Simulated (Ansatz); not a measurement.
A run of Ansatz (development build ahead of 0.2.0) on doublet H₂NO₂ at this shape:

```yaml
atoms:
  - { symbol: N, position_ang: [0.0070, -0.0230, 0.0388] }
  - { symbol: O, position_ang: [-0.5208, 0.9969, 0.0779] }
  - { symbol: O, position_ang: [3.2251, -0.0099, 0.3024] }
  - { symbol: H, position_ang: [3.6592, 0.8303, 0.3932] }
  - { symbol: H, position_ang: [3.9554, -0.6223, 0.1809] }
```

Its results:

```
Converged                       : yes
Total energy                    : -205.10317 hartree
Spin squared of the determinant : 0.791
Stability test                  : minimum
```

Forces (eV/Å):
```
atom      Fx      Fy      Fz
  N1  -1.754   3.268   0.119
  O2   1.771  -3.297  -0.121
  O3   0.981  -0.246  -0.088
  H4  -0.231  -0.158  -0.007
  H5  -0.767   0.433   0.096
```

Q: Which input gives this output? Name the method, the orbitals and the basis set, and write the input.

A: UHF in def2-SVP.

```yaml
crystal:
  periodic: [false, false, false]
  atoms:
    - { symbol: "N", position_ang: [0.00699, -0.02297, 0.03878] }
    - { symbol: O, position_ang: [-0.52076, 0.99693, 0.0779] }
    - { symbol: O, position_ang: [3.22506, -0.00993, 0.30238] }
    - { symbol: H, position_ang: [3.65919, 0.83032, 0.39316] }
    - { symbol: H, position_ang: [3.95544, -0.62227, 0.18089] }
basis:
  gaussian: { orbitals: def2-SVP }
magnetization:
  spin_polarized: true
  initial_magnetization: 1
hamiltonian:
  xc: hf
output:
  forces: true
```
